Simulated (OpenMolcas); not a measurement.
**A workflow on triplet C2Si**

We compute a single-point energy (UHF/STO-3G), then a single-point energy (CASSCF(6,6)/STO-3G), then the energy (CASPT2(6,6)/STO-3G), then the energy (SC-NEVPT2(6,6)/STO-3G) of triplet C2Si. 

The calculation is run with OpenMolcas 26.06.

### 1 The system as given

C2Si has 3 atoms, charge 0, and is taken as a triplet. Geometry: relaxed at GFN2-xTB. That shape belongs to the parent species and isn't relaxed for this state.

Bond lengths: C1–C2 1.259 Å, C2–Si3 1.781 Å. Angles: C1–C2–Si3 180.0°.

### 2 A single-point energy at UHF/STO-3G (run 1)

step1.input reads:

```
&gateway
baslib=$CurrDir
coord
3
bohr
C     -2.10105420     1.39369191    -0.98789213
C     -0.25543428     0.16860136    -0.12018658
Si     2.35648848    -1.56231218     1.10807871
basis=STO-3G
group=NoSym
&seward
&scf
uhf
spin=3
scramble=0.25
prorbitals=1 1
```

The basis set STO-3G is read from a file made from the Basis Set Exchange's data (not shown).

Run with:

```sh
export MOLCAS_MEM=1860
pymolcas step1.input > step1.log
```

What it wrote:

```text
--- Start Module: gateway ---
[...]
--- Stop Module: gateway /rc=_RC_ALL_IS_WELL_ ---
--- Start Module: seward ---
[...]
      Basis functions           19
--- Stop Module: seward /rc=_RC_ALL_IS_WELL_ ---
--- Start Module: scf ---
[...]
       Convergence after  33 Iterations
[...]
::    Total SCF energy                               -360.1835415487
[...]
      Total spin, S                                     1.2162843981
[...]
      Total electronic charge=   26.000000
      Total            charge=   -0.000000
[...]
      Dipole Moment (debye):
      Origin of the operator (angstrom)=    0.3833   -0.2541    0.1802
                   X=  4.0427E-01               Y= -2.6759E-01               Z=  1.9013E-01           Total=  5.2076E-01
      Quadrupole Moment (debye*angstrom):
[...]
--- Stop Module: scf /rc=_RC_ALL_IS_WELL_ ---
[...]
```

Run time: 2.1 s. Hardware: 1 thread of Arm Neoverse V1, shared host; peak memory 0.37 GiB.

### 3 The energy at CASSCF(6,6)/STO-3G (run 2)

step2.input reads:

```
&gateway
  baslib = $CurrDir
  coord
  3
  bohr
  C     -2.10105420     1.39369191    -0.98789213
  C     -0.25543428     0.16860136    -0.12018658
  Si     2.35648848    -1.56231218     1.10807871
  basis = STO-3G
  group = NoSym

&seward

&rasscf
  fileorb = $CurrDir/step1.UnaOrb
  spin = 3
  nactel = 6 0 0
  inactive = 10
  ras2 = 6
  orblisting = Nothing
  orbappear = Compact
```

The basis set STO-3G is read from a file made from the Basis Set Exchange's data (not shown).

Run with:

```sh
export MOLCAS_MEM=1860
pymolcas step2.input > step2.log
```

What it wrote:

```text
--- Start Module: gateway ---
[...]
--- Stop Module: gateway /rc=_RC_ALL_IS_WELL_ ---
--- Start Module: seward ---
[...]
      Basis functions           19
--- Stop Module: seward /rc=_RC_ALL_IS_WELL_ ---
--- Start Module: rasscf ---
[...]
      Number of active orbitals                  6
[...]
      Spin quantum number                      1.0
[...]
      Active orbitals                            6
[...]
      Number of CSFs                           189
[...]
      Number of root(s) required                 1
[...]
      Convergence after  9 iterations
[...]
      printout of CI-coefficients larger than  0.05 for root  1
      energy=    -360.248430
      conf/sym  111111     Coeff  Weight
             1  22uu00  -0.92802 0.86123
            13  2uduu0   0.12845 0.01650
            17  u2du0u   0.12818 0.01643
            30  2uuud0  -0.07777 0.00605
            41  u2ud0u  -0.07895 0.00623
            43  u2uu0d  -0.10469 0.01096
[...]
      Natural orbitals and occupation numbers for root  1
      sym 1:   1.888990   1.883508   1.000000   1.001883   0.116733   0.108886
      ************************************************************************************************************************
      *                                                    Final results                                                     *
[...]
::    RASSCF root number  1 Total energy:   -360.24843012
[...]
      Total electronic charge=   26.000000
      Total            charge=   -0.000000
[...]
      Dipole Moment (debye):
      Origin of the operator (angstrom)=    0.3833   -0.2541    0.1802
                   X=  5.2472E-01               Y= -3.4760E-01               Z=  2.4677E-01           Total=  6.7606E-01
      Quadrupole Moment (debye*angstrom):
[...]
--- Stop Module: rasscf /rc=_RC_ALL_IS_WELL_ ---
[...]
```

Run time: 1.9 s. Hardware: 1 thread of Arm Neoverse V1, shared host; peak memory 0.37 GiB.

### 4 The energy at CASPT2(6,6)/STO-3G (run 3)

step3.input reads:

```
* C2Si CASPT2

&GATEWAY
  BASLIB=$CurrDir
  COORD
  3
  bohr
  C     -2.10105420     1.39369191    -0.98789213
  C     -0.25543428     0.16860136    -0.12018658
  Si     2.35648848    -1.56231218     1.10807871
  BASIS=STO-3G
  GROUP=NoSym

&SEWARD

&RASSCF
  FILEORB=$CurrDir/step2.RasOrb
  SPIN=3
  NACTEL=6 0 0
  INACTIVE=10
  RAS2=6
  ORBLISTING=Nothing
  ORBAPPEAR=Compact

&CASPT2
  IMAGINARY=0.1
  FROZEN=7
```

The basis set STO-3G is read from a file made from the Basis Set Exchange's data (not shown).

Run with:

```sh
export MOLCAS_MEM=1860
pymolcas step3.input > step3.log
```

What it wrote:

```text
--- Start Module: gateway ---
[...]
--- Stop Module: gateway /rc=_RC_ALL_IS_WELL_ ---
[...]
      Basis functions           19
[...]
--- Start Module: rasscf ---
[...]
      Number of active orbitals                  6
[...]
      Spin quantum number                      1.0
[...]
      Active orbitals                            6
[...]
      Number of CSFs                           189
[...]
      Number of root(s) required                 1
[...]
      Convergence after  4 iterations
[...]
      printout of CI-coefficients larger than  0.05 for root  1
      energy=    -360.248430
      conf/sym  111111     Coeff  Weight
             1  22uu00  -0.92802 0.86123
            13  2uduu0   0.12845 0.01650
            17  u2du0u   0.12818 0.01643
            30  2uuud0  -0.07777 0.00605
            41  u2ud0u  -0.07895 0.00623
            43  u2uu0d  -0.10469 0.01096
[...]
      Natural orbitals and occupation numbers for root  1
      sym 1:   1.888990   1.883510   1.000000   1.001883   0.116732   0.108885
      ************************************************************************************************************************
      *                                                    Final results                                                     *
[...]
::    RASSCF root number  1 Total energy:   -360.24843012
[...]
      Total electronic charge=   26.000000
      Total            charge=   -0.000000
[...]
      Dipole Moment (debye):
      Origin of the operator (angstrom)=    0.3833   -0.2541    0.1802
                   X=  5.2475E-01               Y= -3.4762E-01               Z=  2.4679E-01           Total=  6.7609E-01
      Quadrupole Moment (debye*angstrom):
[...]
--- Stop Module: rasscf /rc=_RC_ALL_IS_WELL_ ---
--- Start Module: caspt2 ---
[...]
 ###    WARNING: User changed nr of frozen orbitals.                         ###
 ###############################################################################
[...]
      E2 (Variational):          -0.0673778943
      Total energy:            -360.3158080175
[...]
      Reference weight:           0.96396
[...]
::    CASPT2 Root  1     Total energy:   -360.31580802
[...]
--- Stop Module: caspt2 /rc=_RC_ALL_IS_WELL_ ---
[...]
```

Wall time 1.9 s (1 thread of Arm Neoverse V1, shared host); peak memory 0.37 GiB.

### 5 The energy at SC-NEVPT2(6,6)/STO-3G (run 4)

step4.inp reads:

```
* C2Si NEVPT2

&GATEWAY
  BasLib=$CurrDir
  Coord
  3
  bohr
  C     -2.10105420     1.39369191    -0.98789213
  C     -0.25543428     0.16860136    -0.12018658
  Si     2.35648848    -1.56231218     1.10807871
  Basis=STO-3G
  Group=NoSym

&SEWARD

&RASSCF
  FileOrb=$CurrDir/step2.RasOrb
  Spin=3
  Nactel=6 0 0
  Inactive=10
  Ras2=6
  OrbListing=Nothing
  OrbAppear=Compact

&CASPT2
  SC-NEVPT2
  Frozen=7
```

The basis set STO-3G is read from a file made from the Basis Set Exchange's data (not shown).

Run with:

```sh
export MOLCAS_MEM=1860
pymolcas step4.inp > step4.log
```

What it wrote:

```text
--- Start Module: gateway ---
[...]
--- Stop Module: gateway /rc=_RC_ALL_IS_WELL_ ---
[...]
      Basis functions           19
[...]
--- Start Module: rasscf ---
[...]
      Number of active orbitals                  6
[...]
      Spin quantum number                      1.0
[...]
      Active orbitals                            6
[...]
      Number of CSFs                           189
[...]
      Number of root(s) required                 1
[...]
      Convergence after  4 iterations
[...]
      printout of CI-coefficients larger than  0.05 for root  1
      energy=    -360.248430
      conf/sym  111111     Coeff  Weight
             1  22uu00  -0.92802 0.86123
            13  2uduu0   0.12845 0.01650
            17  u2du0u   0.12818 0.01643
            30  2uuud0  -0.07777 0.00605
            41  u2ud0u  -0.07895 0.00623
            43  u2uu0d  -0.10469 0.01096
[...]
      Natural orbitals and occupation numbers for root  1
      sym 1:   1.888990   1.883510   1.000000   1.001883   0.116732   0.108885
      ************************************************************************************************************************
      *                                                    Final results                                                     *
[...]
::    RASSCF root number  1 Total energy:   -360.24843012
[...]
      Total electronic charge=   26.000000
      Total            charge=   -0.000000
[...]
      Dipole Moment (debye):
      Origin of the operator (angstrom)=    0.3833   -0.2541    0.1802
                   X=  5.2475E-01               Y= -3.4762E-01               Z=  2.4679E-01           Total=  6.7609E-01
      Quadrupole Moment (debye*angstrom):
[...]
--- Stop Module: rasscf /rc=_RC_ALL_IS_WELL_ ---
--- Start Module: caspt2 ---
[...]
 ###    WARNING: User changed nr of frozen orbitals.                         ###
 ###############################################################################
[...]
      E2 (Variational):          -0.0664509028
[...]
      E2 (Variational):          -0.0654877395
      Total energy:            -360.3139178627
[...]
      Reference weight:           0.96697
[...]
::    SC-NEVPT2 Root  1     Total energy:   -360.31391786
[...]
--- Stop Module: caspt2 /rc=_RC_ALL_IS_WELL_ ---
[...]
```

Run time: 1.9 s. Hardware: 1 thread of Arm Neoverse V1, shared host; peak memory 0.37 GiB.

### 6 Summary of results

```
                                                    quantity          value
                             run 1, UHF/STO-3G: total energy  -360.18354 Eh
                            run 1, UHF/STO-3G: dipole moment         0.52 D
       run 1, UHF/STO-3G: HOMO energy (highest over α and β)       -4.66 eV
        run 1, UHF/STO-3G: LUMO energy (lowest over α and β)        5.35 eV
                                     run 1, UHF/STO-3G: ⟨S²⟩          2.696
                     run 2, CASSCF(6,6)/STO-3G: total energy  -360.24843 Eh
   run 2, CASSCF(6,6)/STO-3G: dipole moment (CASSCF density)         0.68 D
                     run 3, CASPT2(6,6)/STO-3G: total energy  -360.31581 Eh
   run 3, CASPT2(6,6)/STO-3G: dipole moment (CASSCF density)         0.68 D
                  run 4, SC-NEVPT2(6,6)/STO-3G: total energy  -360.31392 Eh
run 4, SC-NEVPT2(6,6)/STO-3G: dipole moment (CASSCF density)         0.68 D
```

⟨S²⟩ (run 1, UHF/STO-3G) is 2.70 where a pure triplet has 2.00: the reference is spin-contaminated. Mulliken charges (run 1, UHF/STO-3G) run from -0.33 on C2 to +0.37 on Si3. Mulliken charges (run 4, SC-NEVPT2(6,6)/STO-3G) of the CASSCF density run from -0.34 on C2 to +0.38 on Si3; they depend strongly on the basis.
